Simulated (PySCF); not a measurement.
# Working out the electron affinity of O

O- [He] 2s2 2p5 (2P) → O [He] 2s2 2p4 (3P). All numbers are calculated (PySCF 2.14, scalar relativity by spin-free X2C-1e, in x2c-TZVPPall with one added diffuse shell each of s, p, d type (6s4p3d1f, 40 functions)). Frozen: nothing. Energies in hartree (1 hartree = 27.21139 eV):

```tsv
part	O- (lower)	O (upper)
UHF	-74.846796	-74.868206
MP2 opposite-spin	-0.176983	-0.123962
MP2 same-spin	-0.055223	-0.036956
```

Problem. What does Hartree-Fock give?

Solution. (-74.868206) − (-74.846796) = -0.021410 hartree = -0.583 eV.

Problem. What do MP2 and SCS-MP2 (6/5 opposite-spin, 1/3 same-spin) give?

Solution. The opposite-spin parts differ by 1.443 eV and the same-spin parts by 0.497 eV. MP2: -0.583 + (1.443) + (0.497) = 1.357 eV. SCS-MP2: -0.583 + 1.2 × (1.443) + (0.497)/3 = 1.314 eV.

A first-order spin-orbit estimate adds -0.001 eV to MP2 (valence and next inner shell), giving 1.356 eV against 1.461 eV (measured; photodetachment measurements, as compiled on the Wikipedia data page of electron affinities).

What remains against the reference includes basis incompleteness and correlation beyond second order.
